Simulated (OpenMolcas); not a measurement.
**BOF (fluoro(oxo)borane): levels of theory compared**

Wanted: a comparison of 6 runs (HF/STO-3G, UHF/STO-3G, B2PLYP/STO-3G, UB3LYP/STO-3G, UPBE/STO-3G, ACPF/STO-3G) of BOF (fluoro(oxo)borane). 

The results are computed with OpenMolcas 26.06.

2 further runs of the same task are left out: 1 for a known fault of the program, 1 set aside as unsound or not needed.

### 1 The structure to begin with

BOF has 3 atoms, charge 0, and is taken as a singlet. SMILES: `O=BF`. The B2–F3 distance was set to 1.923 Å, away from the relaxed value.

Bond lengths: O1–B2 1.206 Å. A long bond or contact: B2–F3 1.923 Å.

### 2 The energy at HF/STO-3G (run 1)

geom.xyz

```xyz
3

O      1.494945    -0.859297     0.729748
B      0.532145    -0.305797     0.259748
F     -1.003400     0.576800    -0.489800
```

run.input

```
&GATEWAY
 BasLib=$CurrDir
 Coord=geom.xyz
 Basis=STO-3G
 Group=NoSym

&SEWARD

&SCF
 Thresholds=1e-10 1e-07 1e-07 1e-05
 PrOrbitals=1 1
```

The basis set STO-3G is read from a file made from the Basis Set Exchange's data (not shown).

Started as:

```
export MOLCAS_MEM=1860
pymolcas run.input > run.log
```

Log:

```text
--- Start Module: gateway ---
[...]
--- Stop Module: gateway /rc=_RC_ALL_IS_WELL_ ---
--- Start Module: seward ---
[...]
      Basis functions           15
--- Stop Module: seward /rc=_RC_ALL_IS_WELL_ ---
--- Start Module: scf ---
[...]
       Convergence after  13 Iterations
[...]
::    Total SCF energy                               -196.1562136020
[...]
      Total spin, S                                     0.0000000000
[...]
      Total electronic charge=   22.000000
      Total            charge=   -0.000000
[...]
      Dipole Moment (debye):
      Origin of the operator (angstrom)=    0.2327   -0.1337    0.1136
                   X= -7.0612E-01               Y=  4.0606E-01               Z= -3.4473E-01           Total=  8.8449E-01
      Quadrupole Moment (debye*angstrom):
[...]
--- Stop Module: scf /rc=_RC_ALL_IS_WELL_ ---
[...]
```

It took 1.3 s on 1 thread of Arm Neoverse V2, shared host; peak memory 0.37 GiB.

### 3 The energy at UHF/STO-3G (run 2)

geom.xyz is that of step 2.

run.input

```
* BFO Hartree-Fock
>>> EXPORT MOLCAS_PRINT=2

&GATEWAY
 BASLIB
 $CurrDir
 COORD
 geom.xyz
 BASIS
 STO-3G
 GROUP
 NoSym

&SEWARD

&SCF
 UHF
 THRESHOLDS
 1e-10 1e-07 1e-07 1e-05
 SCRAMBLE
 0.25
 PRORBITALS
 1 1
```

The basis set STO-3G is read from a file made from the Basis Set Exchange's data (not shown).

Started as:

```
export MOLCAS_MEM=1860
pymolcas run.input > run.log
```

Log:

```text
--- Start Module: gateway ---
[...]
--- Stop Module: gateway /rc=_RC_ALL_IS_WELL_ ---
--- Start Module: seward ---
[...]
      Basis functions           15
--- Stop Module: seward /rc=_RC_ALL_IS_WELL_ ---
--- Start Module: scf ---
[...]
       Convergence after  43 Iterations
[...]
::    Total SCF energy                               -196.1903974071
[...]
      Total spin, S                                     0.5013070495
[...]
      Total electronic charge=   22.000000
      Total            charge=   -0.000000
[...]
      Dipole Moment (debye):
      Origin of the operator (angstrom)=    0.2327   -0.1337    0.1136
                   X= -1.0886E+00               Y=  6.2586E-01               Z= -5.3142E-01           Total=  1.3635E+00
      Quadrupole Moment (debye*angstrom):
[...]
--- Stop Module: scf /rc=_RC_ALL_IS_WELL_ ---
[...]
```

It took 1.9 s on 1 thread of Arm Neoverse V2, shared host; peak memory 0.37 GiB.

Run 3 isn't shown in full; the table further down has it.

### 4 A single-point energy at UB3LYP/STO-3G (run 4)

geom.xyz is that of step 3.

run.inp

```
&GATEWAY
BASLIB=$CurrDir
COORD=geom.xyz
BASIS=STO-3G
GROUP=NoSym
&SEWARD
GRIDINPUT
Grid=UltraFine
End of Grid
&SCF
UHF
KSDFT=B3LYP
THRESHOLDS=1e-10 1e-07 1e-07 1e-05
SCRAMBLE=0.25
PRORBITALS=1 1
```

The basis set STO-3G is read from a file made from the Basis Set Exchange's data (not shown).

Started as:

```
export MOLCAS_MEM=1860
pymolcas run.inp > run.log
```

Log:

```text
--- Start Module: gateway ---
[...]
--- Stop Module: gateway /rc=_RC_ALL_IS_WELL_ ---
--- Start Module: seward ---
[...]
      Basis functions           15
--- Stop Module: seward /rc=_RC_ALL_IS_WELL_ ---
--- Start Module: scf ---
[...]
       Convergence after  18 Iterations
[...]
::    Total KS-DFT energy                            -197.0425420112
[...]
      Total spin, S                                    -0.0000000000
[...]
      Total electronic charge=   22.000000
      Total            charge=   -0.000000
[...]
      Dipole Moment (debye):
      Origin of the operator (angstrom)=    0.2327   -0.1337    0.1136
                   X= -4.9229E-01               Y=  2.8309E-01               Z= -2.4034E-01           Total=  6.1664E-01
      Quadrupole Moment (debye*angstrom):
[...]
--- Stop Module: scf /rc=_RC_ALL_IS_WELL_ ---
[...]
```

Wall time 4.8 s (1 thread of Arm Neoverse V2, shared host); peak memory 0.37 GiB.

Run 5 isn't shown in full; the table further down has it.

### 5 A single-point energy at ACPF/STO-3G (run 6)

geom.xyz is that of step 4.

run.inp

```
* BFO ACPF

&GATEWAY
  BasLib = $CurrDir
  Coord = geom.xyz
  Basis = STO-3G
  Group = NoSym

&SEWARD

&SCF
  Thresholds = 1e-10 1e-07 1e-07 1e-05
  PrOrbitals = 1 1

&MOTRA
  Frozen = 3

&GUGA
  Electrons = 16
  Spin = 1
  Inactive = 8
  Active = 0
  CIAll = 1

&CPF
  ACPF
```

The basis set STO-3G is read from a file made from the Basis Set Exchange's data (not shown).

Started as:

```
export MOLCAS_MEM=1860
pymolcas run.inp > run.log
```

Log:

```text
--- Start Module: gateway ---
[...]
--- Stop Module: gateway /rc=_RC_ALL_IS_WELL_ ---
[...]
      Basis functions           15
[...]
       Convergence after  13 Iterations
[...]
::    Total SCF energy                               -196.1562136020
[...]
      Total spin, S                                     0.0000000000
[...]
      *** WARNING: Default frozen orbitals is overwritten by user input.
      *** Default values:   3
[...]
--- Start Module: guga ---
[...]
--- Stop Module: guga /rc=_RC_ALL_IS_WELL_ ---
--- Start Module: cpf ---
[...]
      Active orbitals                            0       0
[...]
      Spin quantum number                      0.0
[...]
     FINAL ACPF ENERGY        -196.37040369
     FINAL CORRELATION ENERGY   -0.21419009  REFERENCE ENERGY    -196.15621360
[...]
      Title:  ACPF natural orbitals
[...]
      Total electronic charge=   22.000000
      Total            charge=    0.000000
[...]
      Dipole Moment (debye):
      Origin of the operator (angstrom)=    0.2327   -0.1337    0.1136
                   X= -2.9368E-01               Y=  1.6885E-01               Z= -1.4337E-01           Total=  3.6785E-01
      Quadrupole Moment (debye*angstrom):
[...]
--- Stop Module: cpf /rc=_RC_ALL_IS_WELL_ ---
[...]
```

It took 1.4 s on 1 thread of Arm Neoverse V2, shared host; peak memory 0.37 GiB.

### 6 Overview of the runs

```tsv
run	level	scramble	frozen core orbitals	energy (Eh)	dipole moment (D) of the reference	HOMO energy (eV)	LUMO energy (eV)	wall time
1	HF/STO-3G	–	–	-196.156214	0.88	-11.70	5.37	1.3 s
2	UHF/STO-3G	0.25	–	-196.190397	1.36	-10.76	6.68	1.9 s
3	B2PLYP/STO-3G	–	3	-196.818478	0.71	-8.56	2.37	2.7 s
4	UB3LYP/STO-3G	0.25	–	-197.042542	0.62	-5.55	0.35	4.8 s
5	UPBE/STO-3G	0.25	–	-196.853737	0.58	-3.38	-0.53	3.9 s
6	ACPF/STO-3G	–	3	-196.370404	0.88	-11.70	5.37	1.4 s
```

### 7 What came out

```
                                          quantity          value
                               run 6: total energy  -196.37040 Eh
         run 6: dipole moment (mean-field density)         0.88 D
        run 6: HOMO energy (Hartree–Fock orbitals)      -11.70 eV
        run 6: LUMO energy (Hartree–Fock orbitals)        5.37 eV
      run 6: HOMO–LUMO gap (Hartree–Fock orbitals)       17.07 eV
run 6: correlation energy (3 core orbitals frozen)     -214.2 mEh
```

**Reading.** Over runs 1, 2, 3, 4, 5 the dipole moment (its size) runs from 0.58 D (UPBE/STO-3G) to 1.36 D (UHF/STO-3G). Over runs 1, 2, 3, 4, 5 the HOMO–LUMO gap runs from 2.84 eV (UPBE/STO-3G) to 17.44 eV (UHF/STO-3G). For B2PLYP the log adds the whole second-order term; the table takes 0.27 of it, as the functional is defined. Totals of different functionals can't be ranked against each other. In runs 1, 2, 3, 4, 5, 6 the basis is minimal, so the values are rough. Spin contamination of the reference: run 2 ⟨S²⟩ = 0.75. Where it is this large, the reference is a mixture of spin states, and values that rest on it are in doubt. All runs together took 16 s, the longest 4.8 s.
